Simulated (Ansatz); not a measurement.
Consider the hydrogenolysis of the Si–O bond: `O[Si]Cl` + H₂ → `[SiH]Cl` + H₂O.

Program: Ansatz. Geometries: PBE0-D4/def2-TZVP. ΔE: electronic, gas phase. CBS: def2 TZ/QZ extrapolation, frozen cores. Functionals use def2-TZVPP. One conformer a species, not always the lowest.

Is it downhill or uphill in electronic energy at CCSD(T)/CBS, and by how much? (Estimate.)

Ansatz gave: Uphill: ΔE = +34.7 kcal/mol.

What do these levels give: BHLYP-D4, ωB97M-V, PBE-QIDH, revPBE, HF/cc-pV(T+d)Z, CCSD(T)/CBS(cc)? (Estimate.)

Ansatz gave: BHLYP-D4 34.8, ωB97M-V 36.1, PBE-QIDH 34.3, revPBE 33.5, HF/cc-pV(T+d)Z 31.9, CCSD(T)/CBS(cc) 35.2 kcal/mol.

Largest T1 diagnostic among the species: 0.014.

The D4 term adds +1.1 kcal/mol with B3LYP and +0.5 kcal/mol with PBE0; it sums over pairs of atoms, weighted by their polarisabilities, and B3LYP, whose exchange is more repulsive, gets the larger term. In def2-TZVPP, CCSD(T) changes the Hartree–Fock value by +2.7 kcal/mol (the triples alone add +1.1 kcal/mol) and MP2 by +5.2 kcal/mol.

B3LYP here is the variant with VWN-RPA as its local correlation; programs differ in this.
